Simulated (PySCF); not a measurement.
## Basis-set dependence of excited states

C2H3N3.
Numbering: `[cH:1]1[n:2][cH:3][nH:4][n:5]1` (hydrogens: H6 on C1; H7 on C3; H8 on N4)

TDDFT with PBE0 (PySCF), vertical singlets, core orbitals frozen in the response, spherical d and f functions. Geometry: PBE0-D3(BJ)/def2-SVP; no solvent, vibrations or thermal averaging.

| basis | functions | diffuse | S1 (eV) | S2 (eV) | S3 (eV) | S4 (eV) | S5 (eV) | LUMO (eV) | α (au) |
| --- | --- | --- | --- | --- | --- | --- | --- | --- | --- |
| 6-31G* | 76 | no | 6.47 | 7.42 | 7.63 | 7.85 | 7.98 | 0.45 | 32.8 |
| def2-SVP | 85 | no | 6.35 | 7.41 | 7.52 | 7.80 | 7.84 | 0.22 | 33.7 |
| 6-31+G* | 96 | yes | 6.44 | 6.87 | 7.19 | 7.36 | 7.50 | 0.00 | 40.0 |
| def2-SVPD | 124 | yes | 6.35 | 7.23 | 7.34 | 7.43 | 7.62 | -0.04 | 40.9 |
| aug-cc-pVDZ | 142 | yes | 6.38 | 6.55 | 7.02 | 7.12 | 7.38 | -0.27 | 42.8 |
| def2-TZVP | 173 | no | 6.38 | 7.21 | 7.45 | 7.46 | 7.61 | 0.06 | 39.5 |
| def2-TZVPD | 212 | yes | 6.36 | 6.86 | 7.14 | 7.35 | 7.40 | -0.04 | 42.6 |
| aug-cc-pVTZ | 299 | yes | 6.35 | 6.55 | 7.01 | 7.10 | 7.35 | -0.30 | 43.0 |

Question: Compare the sets with the largest diffuse one.

Answer: States are compared by their number. Against the largest diffuse basis here (aug-cc-pVTZ, itself not a converged limit), sets without diffuse functions differ by up to 0.12 eV in S1 and 0.63 eV in S5; the smaller diffuse sets differ by up to 0.08 and 0.28 eV. State by state, the largest deviation of a set without diffuse functions is S1 0.12, S2 0.87, S3 0.62, S4 0.74, S5 0.63 eV. The same number needn't mean the same state in each row. Against aug-cc-pVTZ the polarisability deviates by -24% in 6-31G*, -22% in def2-SVP, -7% in 6-31+G*, -5% in def2-SVPD, 0% in aug-cc-pVDZ, -8% in def2-TZVP, -1% in def2-TZVPD. A single + in a Pople set puts diffuse functions on heavy atoms only.
